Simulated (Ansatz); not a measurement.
# AlSiH (triplet): wave-function methods side by side at distance Si1–Al2 = 4.372 Å, 6-31G

Aim: climb from Hartree-Fock through coupled cluster and multireference methods for AlSiH (triplet) at one geometry and basis, and see what each rung misses.

Method: 6-31G, core rule «outside noble gas», up to 10 orbitals frozen; program: Ansatz 0.2.0, Gaussian basis.

To be run: UHF; CCSD(T) on ROHF; CCSD(T) on UHF; BCCD(T) on ROHF; CISD; CCSDT(Q) on ROHF; CCSDT(Q) on UHF; CISDTQ; CCSDTQ on ROHF; CCSDTQ on UHF; CASSCF and MRCISD+Q, 4 electrons in 4 orbitals; CASSCF and NEVPT2, 4 electrons in 4 orbitals; CASSCF and MRCISD+Q, 8 electrons in 9 orbitals; CASSCF and NEVPT2, 8 electrons in 9 orbitals; Full CI.

17 further runs of the same task are left out: 13 that didn't finish, 4 set aside as unsound or not needed.

### 1 What is computed

The geometry derives from a PBE0/def2-TZVP stationary point (not a proven minimum). One bond is set to the value named and the two fragments are kept rigid.

3 atoms, charge 0, spin multiplicity 3.

Atoms are counted from 1 here; the program's logs count them from 0.

Bond lengths: Al2–H3 1.599 Å.

Geometry (Å):

```
atom   x (Å)   y (Å)    z (Å)
 Si1  0.0000  0.0000  -3.4476
 Al2  0.0000  0.0000   0.9244
  H3  0.0000  0.0000   2.5232
```

### 2 UHF

in.yaml reads:

```yaml
crystal:
  periodic: [false, false, false]
  atoms:
    - {symbol: Si, position_ang: [0.000000, 0.000000, -3.447622]}
    - {symbol: Al, position_ang: [0.000000, 0.000000, 0.924378]}
    - {symbol: H, position_ang: [0.000000, 0.000000, 2.523244]}
basis:
  gaussian: {orbitals: 6-31G}
magnetization: {spin_polarized: true, initial_magnetization: 2}
hamiltonian: {xc: hf}
output: {orbitals: {seedname: orbitals}}
```

Command:

```sh
$ ansatz run in.yaml --threads 1 --pin off --events-out ev --progress --plain --max-ram 2393MiB
```

Further steps of the session: CCSD(T) on ROHF; CCSD(T) on UHF; BCCD(T) on ROHF; CISD; CCSDT(Q) on ROHF; CCSDT(Q) on UHF; CISDTQ; CCSDTQ on ROHF; CCSDTQ on UHF; CASSCF and MRCISD+Q, 4 electrons in 4 orbitals; CASSCF and NEVPT2, 4 electrons in 4 orbitals; CASSCF and MRCISD+Q, 8 electrons in 9 orbitals; CASSCF and NEVPT2, 8 electrons in 9 orbitals; Full CI.

**Question.** What will the summary of the whole plan be? Wanted: FCI below the RHF energy; RMP2 from FCI; UMP2 from FCI; RCCSD from FCI; RCCSD(T) from FCI; UCCSD(T) from FCI; RCCSDT(Q) from FCI; UCCSDT(Q) from FCI; NEVPT2 pair from FCI.

**Answer**, as computed:

```
                         quantity                                                                                                                                                       value
         FCI below the RHF energy                                                                                                                                                  -1.9127 eV
                    RMP2 from FCI                                                                                                                                                +68.6 kJ/mol
                    UMP2 from FCI                                                                                                                                                +68.5 kJ/mol
                   RCCSD from FCI                                                                                                                                                 +2.3 kJ/mol
                RCCSD(T) from FCI                                                                                                                                                 +0.9 kJ/mol
                UCCSD(T) from FCI                                                                                                                                                 +0.8 kJ/mol
               RCCSDT(Q) from FCI                                                                                                                                                 +0.1 kJ/mol
               UCCSDT(Q) from FCI                                                                                                                                                 +0.1 kJ/mol
             NEVPT2 pair from FCI                                                                                                                                                +60.5 kJ/mol
           MRCISD+Q pair from FCI                                                                                                                                                 -3.4 kJ/mol
          NEVPT2 valence from FCI                                                                                                                                                +21.7 kJ/mol
levels within 1 kcal/mol (43 meV)  RCCSD, UCCSD, RCCSD(T), UCCSD(T), BCCD(T), RCCSDT, UCCSDT, CISDTQ, RCCSDT(Q), UCCSDT(Q), RCCSDTQ, UCCSDTQ, MRCISD+Q pair, MRCISD valence, MRCISD+Q valence
                    T1 diagnostic                                                                                                                                                       0.013
   effectively unpaired electrons                                                                                                                                                        2.08
```

In words: RCCSD(T) misses by +0.9 kJ/mol, 0.5 % of the correlation energy. MRCISD+Q pair falls below full CI: the +Q correction isn't variational, and the cores differ from full CI's. One determinant dominates. Of the multireference levels listed MRCISD+Q valence comes nearest in total energy (+1.3 kJ/mol), which doesn't show that its space is the better one. These misses are within one basis, not against nature; the frozen cores of restricted and unrestricted runs differ, which can shift their rows.
